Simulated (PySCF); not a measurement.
P: ionisation energy

P [Ne] 3s2 3p3 (4S) → P⁺ [Ne] 3s2 3p2 (3P), as a difference of total energies. All numbers are calculated (PySCF 2.14, scalar relativity by spin-free X2C-1e, in cc-pVDZ-DK). Correlated levels: valence: [Ne] frozen. The calculations carry no spin-orbit coupling.

```tsv
method	ionisation energy (eV)
UHF	9.922
r2SCAN	10.635
SCS-MP2 (valence)	10.165
CCSD (valence)	10.231
CCSD(T) (valence)	10.233
```

Question: Estimate what MP2 (valence) gives.

Answer: 10.305 eV, closest to CCSD(T) (valence) among the rows shown.

Question: Estimate what M06-2X gives.

Answer: 10.292 eV, closest to CCSD(T) (valence) among the rows shown.

Errors of the correlated levels include the incompleteness of this basis and the frozen core.

For comparison: 10.526 eV (measured; NIST levels, between the centres of gravity of the two terms).
